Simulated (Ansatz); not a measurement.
For GeSe (Pnma, No. 62), LDA (Ansatz, a quantum-chemistry and plane-wave program, plane waves, PAW) gives:

equilibrium volume per atom: 21.37 Å³/atom
enthalpy of formation: -0.223 eV/atom

Question: What does PBE-D3(BJ) in Ansatz (PAW) give for the same quantities?

Answer: 
- equilibrium volume per atom: 23.53 Å³/atom (goes up by 10 %)
- formation enthalpy: -0.276 eV/atom (moves by -0.053 eV/atom)

For comparison: equilibrium volume per atom 22.91 Å³/atom (measured, temperature not stated, copied from a table, unchecked, not corrected to a static lattice; as tabulated in Crystal Structures 1, 85 (1963)).

Changes are worked out from the printed values.

Unless a cell is named, each level is at its own relaxed cell (LDA 21.37, PBE-D3(BJ) 23.53 Å³/atom).

Caveats: LDA has no dispersion term either, though it tends to give short spacings of layers, chains or molecules (LDA); a distance lies near a switch of the dispersion term, which can move the cell (PBE-D3(BJ)). Ansatz's density-functional and Hartree–Fock values are scalar-relativistic unless marked +SOC, with PAW data made under PBE.
